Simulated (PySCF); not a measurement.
## Dipole moment and polarisability across levels of theory

C4H5F.
Z-matrix (Å and degrees, PBE0-D3(BJ)/def2-SVP geometry), rows numbered from 1:
```
C 
C   1  1.4695
C   2  1.2906  1  156.27
F   3  1.3095  2  148.92  1    -0.05
C   3  1.4653  2   67.90  1   179.81
H   1  1.1020  2  110.73  3  -120.38
H   1  1.0992  2  111.30  3     0.39
H   1  1.1021  2  110.72  3   121.10
H   5  1.1043  2  119.27  3  -107.09
H   5  1.1042  2  119.30  3   107.09
```

PySCF, dipoles from the SCF density, polarisabilities from static response with core orbitals frozen. Isolated species at its PBE0-D3(BJ)/def2-SVP geometry, gas phase.

**Question.** How do dipole and polarisability depend on functional and basis here?

**Answer.** 

| level | μ (D) | α (Å³) | anisotropy (Å³) |
| --- | --- | --- | --- |
| LDA/def2-SVPD | 1.761 | 7.43 | 2.86 |
| PBE/def2-SVPD | 1.667 | 7.37 | 2.86 |
| B3LYP/def2-SVPD | 1.769 | 7.18 | 2.70 |
| PBE0/def2-SVPD | 1.770 | 7.09 | 2.67 |
| BHandHLYP/def2-SVPD | 1.872 | 6.93 | 2.53 |
| CAM-B3LYP/def2-SVPD | 1.822 | 7.07 | 2.58 |
| wB97X-D/def2-SVPD | 1.790 | 7.07 | 2.58 |
| LC-wPBE/def2-SVPD | 1.803 | 6.88 | 2.49 |
| HF/def2-SVPD | 1.929 | 6.71 | 2.36 |
| PBE0/6-31G* | 1.472 | 5.94 | 2.60 |
| PBE0/def2-SVP | 1.582 | 6.13 | 2.58 |
| PBE0/6-31+G* | 1.781 | 6.68 | 2.65 |
| PBE0/aug-cc-pVDZ | 1.747 | 7.26 | 2.74 |
| PBE0/def2-TZVP | 1.674 | 6.92 | 2.63 |
| PBE0/def2-TZVPD | 1.726 | 7.26 | 2.72 |

The anisotropy is √(½[(α1 − α2)² + (α2 − α3)² + (α3 − α1)²]). The dipole runs from 1.47 D (PBE0/6-31G*) to 1.93 D (HF/def2-SVPD). No reference polarisability is at hand; against PBE0 in the largest diffuse basis at hand (def2-TZVPD) the other PBE0 rows deviate by 6-31G* -18%, def2-SVP -16%, 6-31+G* -8%, def2-SVPD -2%, aug-cc-pVDZ 0%, def2-TZVP -5%. In one basis (def2-SVPD) the functionals order the polarisability from HF (lowest) to LDA (highest), a spread of 11%. With PBE0 the polarisability is 6.33 Å³ without diffuse functions (mean of 6-31G*, def2-SVP and def2-TZVP) and 7.07 Å³ with them (mean of 6-31+G*, def2-SVPD, aug-cc-pVDZ and def2-TZVPD).
